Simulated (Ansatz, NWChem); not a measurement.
Predicting a hybrid from its neighbours: C4H6 (2-butyne)

C4H6 has 10 atoms, charge 0, and is taken as a singlet. As SMILES, `CC#CC`. Geometry: relaxed at PBE0-D4/def2-TZVP.

The HOMO–LUMO gap y, in eV, basis cc-pVDZ; a is the functional's share of exact exchange. Programs: Ansatz 0.2.0, NWChem 7.3.0.

```
functional  program     a  y (eV)
       PBE   Ansatz     0    6.62
      TPSS   NWChem     0    6.87
     B3LYP   Ansatz   0.2       ?
      PBE0   Ansatz  0.25    8.90
   r2SCAN0   Ansatz  0.25    9.25
     BHLYP   Ansatz   0.5   11.10
```

Q: Fit y = c + s·a to the known rows and predict B3LYP.

A: 
1. Means of the 5 rows: a = 0.2000, y = 8.548.
2. Σ(Δa)² = 0.175, Σ(Δa·Δy) = 1.5395, so the slope is 1.5395/0.175 = 8.7971.
3. Intercept: 8.548 − (8.7971) × 0.2000 = 6.789. The largest residual of the fit is 0.26.
4. B3LYP: 6.789 + (8.7971) × 0.2 = 8.55 eV.

The run gave 8.40 eV, so the prediction is off by +0.15 eV, within the scatter of the fit. Exact exchange lowers occupied levels and raises empty ones. The rows mix families of semi-local functionals, which the line can't see.
